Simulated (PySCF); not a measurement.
C4H3FS.
SMILES with atom numbers: `[F:1][c:2]1[cH:3][cH:4][cH:5][s:6]1`

Cartesian coordinates in Å at the PBE0-D3(BJ)/def2-TZVP level; atoms count from 1:
```
atom  x, y, z in Å
F1     2.4332    0.5931   -0.7952
C2     1.1825    0.3958   -0.4070
C3     0.6212   -0.7828   -0.0419
C4    -0.7430   -0.6021    0.3110
C5    -1.1595    0.6880    0.2019
S6     0.0975    1.7227   -0.3356
H7     1.1570   -1.7211   -0.0301
H8    -1.3887   -1.4068    0.6354
H9    -2.1358    1.0976    0.4080
```

Probes without a nucleus sit at each ring's centroid and 1 Å off its mean plane on both sides; NICS is minus the shielding there, NICSzz its component along the normal. Level: GIAO B97-2/pcSseg-2 (PySCF, non-relativistic, gas phase) on the PBE0-D3(BJ)/def2-TZVP geometry, one conformer.

Ring bond lengths (Å): C2–C3 1.356, C3–C4 1.421, C4–C5 1.360, C5–S6 1.714, S6–C2 1.716.

**Question.** Give the NICS values of each ring in ppm.

**Answer.** 
```
          ring                                               type  NICS(0)  NICS(1), two faces  NICS(1)zz, two faces  rms pucker (Å)  centre to ring atoms, mean (Å)
C2–C3–C4–C5–S6  5-membered ring with S; formal bonds all aromatic    -13.4         -8.9 / -8.9         -24.5 / -24.5            0.00                            1.28
```

**Question.** What can be read from them?

**Answer.** 
- C2–C3–C4–C5–S6: mean NICS(1)zz -24.5 ppm, shielded. The ring is flat and has no four-coordinate atom; by the NICS criterion it is aromatic.

**Question.** What does the geometric index give? Use HOMA with the parameters of Krygowski (1993).

**Answer.** 
- C2–C3–C4–C5–S6: HOMA 0.80; the largest term is that of C3–C4, α(R − Ropt)² = 0.28. The geometric and the magnetic index point the same way.

**Question.** How do the values depend on the level or the medium?

**Answer.** 
```csv
level,"NICS(0), C2–C3–C4–C5–S6","mean NICS(1)zz, C2–C3–C4–C5–S6"
"B97-2/pcSseg-2, gas",-13.4,-24.5
"KT3/pcSseg-2, gas",-13.6,-24.2
"PBE0/pcSseg-2, gas",-13.3,-24.6
"wB97X-D/pcSseg-2, gas",-13.0,-24.3
"WP04/pcSseg-2, IEF-PCM chloroform",-13.4,-23.3
"wB97X-D/pcSseg-2, IEF-PCM chloroform",-12.8,-24.3
```

The geometry is the same throughout; the continuum's cavity takes Bondi-type radii × 1.2.
